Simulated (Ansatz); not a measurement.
Born–Oppenheimer molecular dynamics of CH$_{3}$F$_{2}$ (6 atoms, charge 0, multiplicity 2). It starts at the highest image of a converged band, a first-order saddle point between two minima.

All numbers below come from Ansatz, UKS B3LYP/def2-SVP.

```
ensemble                      : NVE (velocity Verlet)
time step                     : 0.5 fs
steps asked                   : 200
starting velocities drawn for : 300 K
seed                          : 5843
```

First frame:

```xyz
6
Properties=species:S:1:pos:R:3
H 0.857 -0.371 0.108
C -0.372 0.175 -0.120
F -1.279 -0.726 0.261
F -0.459 1.275 0.628
H 1.704 -0.757 0.320
H -0.451 0.405 -1.198
```

(1) How far do the bonds stretch over the last three quarters of this one trajectory? (Pairs bonded in most of those frames.)

Results:

(1) 
| bond | mean (Å) | spread (Å) | shortest | longest |
| --- | --- | --- | --- | --- |
| H1–H5 | 0.770 | 0.053 | 0.69 | 0.84 |
| C2–F3 | 1.332 | 0.031 | 1.28 | 1.38 |
| C2–F4 | 1.324 | 0.007 | 1.31 | 1.34 |
| C2–H6 | 1.103 | 0.012 | 1.08 | 1.12 |

Mean temperature of the second half: 926 K. The conserved energy stayed within 0.43 meV per atom of its start (net change -0.35 meV per atom), so the integration is sound. The system heated up, since it started high on the potential surface and ran downhill. A run of 0.1 ps of so small a system gives no equilibrium averages.

The run took 3.2 min on 1 thread of Intel(R) Xeon(R) 6975P-C (Granite Rapids) (shared host), peak memory 0.14 GiB.
